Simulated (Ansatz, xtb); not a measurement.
# C2H6N: which of two isomers lies lower

Structure X is `C[CH]N`, a doublet and structure Y is `CC[NH]`, a doublet. Both are isolated molecules in the gas phase, relaxed with PBE0-D3(BJ)/def2-SVP; the shapes shown needn't be the lowest conformers.

X (Å):

| atom | x (Å) | y (Å) | z (Å) |
| --- | --- | --- | --- |
| C | -0.3746 | -0.8552 | -0.2126 |
| C | 0.2375 | -1.4023 | -1.4503 |
| N | 0.0195 | -0.7180 | -2.6444 |
| H | -1.4659 | -0.7173 | -0.3257 |
| H | 0.0374 | 0.1353 | 0.0758 |
| H | -0.2186 | -1.5348 | 0.6377 |
| H | 1.2037 | -1.9134 | -1.3856 |
| H | 0.3398 | -1.2036 | -3.4756 |
| H | -0.9351 | -0.3924 | -2.7724 |

Y (Å):

```yaml
atoms:
  - { symbol: C, position_ang: [-0.4728, -0.7173, -0.5019] }
  - { symbol: C, position_ang: [0.4440, -1.2435, -1.6006] }
  - { symbol: N, position_ang: [-0.2005, -1.5743, -2.8339] }
  - { symbol: H, position_ang: [-0.9751, 0.2130, -0.8141] }
  - { symbol: H, position_ang: [-1.2510, -1.4559, -0.2557] }
  - { symbol: H, position_ang: [0.0919, -0.5035, 0.4182] }
  - { symbol: H, position_ang: [1.0095, -2.1218, -1.2423] }
  - { symbol: H, position_ang: [1.2153, -0.4718, -1.8233] }
  - { symbol: H, position_ang: [-0.8802, -0.8196, -3.0167] }
```

Quicker runs give these differences E(Y) − E(X): GFN2-xTB +33.5 kJ/mol; HF/STO-3G −31.6 kJ/mol (at GFN2-xTB geometries); r2SCAN-D4/def2-SVP +46.0 kJ/mol (at GFN2-xTB geometries).

Q: Estimate E(Y) − E(X) at the level CCSD(T)/def2-SVP + ΔMP2/def2-TZVPP.

A: Calculated at CCSD(T)/def2-SVP + ΔMP2/def2-TZVPP: E(Y) − E(X) = +34.7 kJ/mol, so structure X lies lower.

The same difference at several levels:

| level | geometry | E(Y) − E(X) (kJ/mol) | departure from the last row (kJ/mol) | job, with rough time for the two |
| --- | --- | --- | --- | --- |
| GFN2-xTB | GFN2-xTB | +33.5 | −1.2 | optimisation, 0.26 s |
| HF/STO-3G | GFN2-xTB | −31.6 | −66.3 | single point, 0.42 s |
| r2SCAN-D4/def2-SVP | GFN2-xTB | +46.0 | +11.3 | single point, 6.7 s |
| PBE0-D3(BJ)/def2-SVP | PBE0-D3(BJ)/def2-SVP | +43.2 | +8.4 | optimisation, 2.6 min |
| HF/def2-SVP | PBE0-D3(BJ)/def2-SVP | +11.5 | −23.2 | part of the CCSD(T) run |
| MP2/def2-SVP | PBE0-D3(BJ)/def2-SVP | +42.2 | +7.5 | part of the CCSD(T) run |
| CCSD(T)/def2-SVP | PBE0-D3(BJ)/def2-SVP | +31.2 | −3.5 | single point |
| CCSD(T)/def2-SVP + ΔMP2/def2-TZVPP | PBE0-D3(BJ)/def2-SVP | +34.7 |  | single point, 35 s |

As drawn, Y has 1 C–H in place of 1 N–H.

HF/STO-3G puts the two in the other order. The largest departure from CCSD(T)/def2-SVP + ΔMP2/def2-TZVPP is that of HF/STO-3G, 66.3 kJ/mol. The last row adds to CCSD(T) the change of the MP2 difference between the two basis sets, here +3.5 kJ/mol.

With harmonic frequencies from PBE0-D3(BJ)/def2-SVP (ideal gas, rigid rotor, one conformer each, 298.15 K, 1 atm): the zero-point term adds −2.1 kJ/mol; ΔH is +32.2 and ΔG +32.6 kJ/mol.

Open shells are spin-unrestricted. The correlated steps freeze 3 core orbitals. Run with Ansatz 0.2.0, xtb 6.7.1; the last row on 1 thread of Intel(R) Xeon(R) Platinum 8259CL CPU @ 2.50GHz (Skylake/Cascade Lake) on a shared host.
